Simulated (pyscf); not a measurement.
# Addition across a multiple bond or ene-type step: HGa=AsH + SiH₄ → H₃Si–GaH–AsH₂

Gas phase, singlet surface, charge 0. Bonds broken: Si5–H6. Bonds formed: As1–H6, Ga2–Si5. PySCF, gas phase, ωB97X-D3(BJ)/def2-SVP geometries.

Transition state (Å):

```xyz
9

As     1.9572     1.2176     0.5373
Ga     0.2067     0.7246    -0.8291
H      1.0287     1.2546     1.7399
H     -0.1145     0.1869    -2.2475
Si    -1.5367    -0.2439     0.7834
H      0.3017    -0.2843     0.5596
H     -1.8497    -1.6746     0.5098
H     -1.3264    -0.0194     2.2402
H     -2.7024     0.5815     0.3355
```

One imaginary mode, 1066i cm⁻¹; descent along it reached the two sides named, in the forms told below.

| bond | change | reactant side (Å) | saddle | product side |
|---|---|---|---|---|
| Si5–H6 | breaks | 1.506 | 1.852 | 5.0 |
| As1–H6 | forms | 3.6 | 2.235 | 1.518 |
| Ga2–Si5 | forms | 3.3 | 2.565 | 2.396 |

Electronic energies relative to the separated reactants (kcal/mol):

```
level                   barrier  reaction energy  reverse barrier
----------------------  -------  ---------------  ---------------
ωB97X-D3(BJ)/def2-TZVP     23.8            -30.9             54.8
PBE/def2-TZVP              16.9            -23.7             40.7
r²SCAN/def2-TZVP           17.8            -25.7             43.6
B3LYP-D3(BJ)/def2-TZVP     23.5            -23.6             47.1
PBE0-D3(BJ)/def2-TZVP      18.5            -27.9             46.5
M06-2X/def2-TZVP           26.3            -22.7             49.0
ωB97M-D3(BJ)/def2-TZVP     26.9            -25.1             52.0
HF/def2-TZVP               47.0            -22.8             69.8
```

With ωB97M-D3(BJ)/def2-TZVP energies and thermal terms (ideal gas, 1 atm, RRHO with modes under 100 cm⁻¹ raised to 100, one conformer, R ln 2 for chiral ones without a mode under 150 cm⁻¹), in kcal/mol:

```csv
T (K),ΔH‡,ΔG‡,ΔH,ΔG
298,26.7,36.3,-23.7,-14.9
600,27.2,45.8,-22.6,-6.3
900,27.9,55.0,-21.5,+1.6
1200,28.7,63.9,-20.3,+9.1
```

On the reactant side the descent ends in a complex, 5.0 kcal/mol under the separated species and 28.8 kcal/mol under the saddle at ωB97X-D3(BJ)/def2-TZVP. At the saddle there is also a short Ga–H contact that neither side keeps. The same reactants have a lower exit, to H₃Si–AsH–GaH₂ (barrier +13.0 kcal/mol at ωB97M-D3(BJ)/def2-TZVP, against +26.9 kcal/mol here). HGa=AsH lies 12.3 kcal/mol over its isomer Ga–AsH₂ [singlet] (electronic energy, ωB97M-D3(BJ)/def2-TZVP). This is the saddle that the search found; another between the same sides may lie lower. Elements up to Kr have no core potential and no relativistic terms here.
